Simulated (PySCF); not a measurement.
Gas-phase reaction: 2 SiF₂ + 2 SiCl₃F + 2 HCl → 3 SiCl₂F₂ + SiH₂Cl₂

Energies from PySCF (xtb for GFN2), thermal terms from the rigid-rotor harmonic-oscillator model, ideal gas at 1 bar. † marks an energy on the PBE0/def2-TZVP geometry and frequencies; other levels use their own. CCSD(T) freezes the core. All species are closed-shell singlets. B3LYP is the form with VWN-RPA correlation. CCSD(T) isn't extrapolated to the basis-set limit; its ΔH°(298 K) is -436.3 kJ in def2-SVP and -468.1 kJ in def2-TZVPP. The harmonic model lacks anharmonicity and excited electronic states, which grow with temperature; levels with a mode under 35 cm⁻¹ are left out.

```json
[
 {"level": "B3LYP/def2-TZVP†", "ΔE electronic, kJ": "-456", "ΔH°(298 K), kJ": "-441", "ΔS°(298 K), J/K": "-295", "ΔG°(1600 K), kJ": "18"},
 {"level": "BLYP/def2-TZVP†", "ΔE electronic, kJ": "-411", "ΔH°(298 K), kJ": "-395", "ΔS°(298 K), J/K": "-295", "ΔG°(1600 K), kJ": "64"},
 {"level": "CCSD(T)/def2-TZVPP†", "ΔE electronic, kJ": "-483", "ΔH°(298 K), kJ": "-468", "ΔS°(298 K), J/K": "-295", "ΔG°(1600 K), kJ": "-9"},
 {"level": "GFN2-xTB", "ΔE electronic, kJ": "-501", "ΔH°(298 K), kJ": "-484", "ΔS°(298 K), J/K": "-280", "ΔG°(1600 K), kJ": "-51"},
 {"level": "M06-2X/def2-TZVP†", "ΔE electronic, kJ": "-506", "ΔH°(298 K), kJ": "-491", "ΔS°(298 K), J/K": "-295", "ΔG°(1600 K), kJ": "-31"},
 {"level": "PBE/def2-SVP", "ΔE electronic, kJ": "-456", "ΔH°(298 K), kJ": "-442", "ΔS°(298 K), J/K": "-293", "ΔG°(1600 K), kJ": "14"},
 {"level": "PBE0/def2-QZVP†", "ΔE electronic, kJ": "-492", "ΔH°(298 K), kJ": "-477", "ΔS°(298 K), J/K": "-295", "ΔG°(1600 K), kJ": "-17"},
 {"level": "PBE0/def2-SVP†", "ΔE electronic, kJ": "-490", "ΔH°(298 K), kJ": "-474", "ΔS°(298 K), J/K": "-295", "ΔG°(1600 K), kJ": "-15"},
 {"level": "PBE0/def2-TZVP", "ΔE electronic, kJ": "-500", "ΔH°(298 K), kJ": "-485", "ΔS°(298 K), J/K": "-295", "ΔG°(1600 K), kJ": "-26"},
 {"level": "LDA/def2-TZVP†", "ΔE electronic, kJ": "-513", "ΔH°(298 K), kJ": "-497", "ΔS°(298 K), J/K": "-295", "ΔG°(1600 K), kJ": "-38"},
 {"level": "ωB97X-V/def2-TZVP†", "ΔE electronic, kJ": "-509", "ΔH°(298 K), kJ": "-494", "ΔS°(298 K), J/K": "-295", "ΔG°(1600 K), kJ": "-35"}
]
```
ΔH° is lowest at LDA/def2-TZVP† and highest at BLYP/def2-TZVP†. No reference value is set beside these.
